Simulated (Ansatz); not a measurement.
For zinc-blende HgS (metastable phase), PBE-D3(BJ) (plane waves, PAW; Ansatz, a quantum-chemistry and plane-wave program) gives:

| Property | Result |
|---|---|
| lattice parameter a | 5.914 Å |
| bulk modulus | 56.5 GPa |
| cohesive energy | 2.07 eV/atom |

Question: What does PBE0 (Ansatz, plane waves, PAW) give for the same quantities?

Answer: 
- lattice constant a: 5.919 Å (goes up by 0.1 %)
- bulk modulus: 60.2 GPa (rises by 6.5 %)
- cohesive energy: 1.77 eV/atom (drops by 0.30 eV/atom)

For comparison: lattice constant a 5.841 Å (measured, 295 K, no zero-point or thermal correction; as tabulated in Cardona et al. (2009), arXiv:0908.2634).

Changes are worked out from the printed values.

Unless a cell is named, each level is at its own relaxed cell (PBE-D3(BJ) 25.86, PBE0 25.92 Å³/atom).

Levels without +SOC leave out spin–orbit coupling, which shifts energies and cells of such heavy elements.

Ansatz's density-functional and Hartree–Fock values are scalar-relativistic unless marked +SOC, with PAW data made under PBE.
